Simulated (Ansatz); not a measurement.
# CHAlO+ (doublet): from Hartree-Fock to the top rungs, def2-TZVPP

One table from this session's results is given with a row withheld; the runs are named, their logs left out.

Computed with Ansatz 0.2.0, Gaussian basis. Level: def2-TZVPP, core rule «outside noble gas», up to 7 orbitals frozen.

The runs, in order: UHF; ROHF; CCSD(T) on UHF.

2 further runs of the same task are left out: 2 set aside as unsound or not needed.

### The system

The geometry is a PBE0/def2-TZVP stationary point (not a proven minimum) of the parent state, kept for this charge and spin.

4 atoms, charge 1, spin multiplicity 2.

Atoms are counted from 1 here; the program's logs count them from 0.

Bond lengths: C1–Al2 1.968 Å, C1–H4 1.105 Å, Al2–O3 1.603 Å. Angles: Al2–C1–H4 113.1°, C1–Al2–O3 169.8°.

Geometry (Å):

```xyz
4
CHAlO
C     0.0000   -0.1841    1.9457
Al    0.0000    0.0644   -0.0066
O     0.0000   -0.0189   -1.6072
H     0.0000    0.7699    2.5039
```

Set-up of the first run:

The input, in.yaml:

```yaml
crystal:
  periodic: [false, false, false]
  atoms:
    - {symbol: C, position_ang: [0.000000, -0.184129, 1.945650]}
    - {symbol: Al, position_ang: [0.000000, 0.064396, -0.006581]}
    - {symbol: O, position_ang: [0.000000, -0.018876, -1.607235]}
    - {symbol: H, position_ang: [0.000000, 0.769929, 2.503856]}
basis:
  gaussian: {orbitals: def2-TZVPP}
total_charge: 1
magnetization: {spin_polarized: true, initial_magnetization: 1}
hamiltonian: {xc: hf}
output: {orbitals: {seedname: orbitals}}
```

Started as:

```
ansatz run in.yaml --threads 1 --pin off --events-out ev --progress --plain --max-ram 4096MiB --backend cpu
```

Among the steps run: UHF; ROHF; CCSD(T) on UHF.

One table of the session follows, with a row left open; its other results are not shown here.

```
  method  from UCCSD(T) (kcal/mol)
    ROHF                   +267.80
     UHF                   +233.17
    UMP2                    +27.42
   UCCSD                         ?
UCCSD(T)                         0
```

Estimate the missing values for UCCSD.

**Answer.** from UCCSD(T) (kcal/mol): +7.61. In the column «from UCCSD(T) (kcal/mol)» it lies between UCCSD(T) (0) and UMP2 (+27.42).

Caveats from the session: The determinant is far from a pure spin state, so its energy mixes those of several spin states (harmless only where they are near-degenerate, as at dissociation).
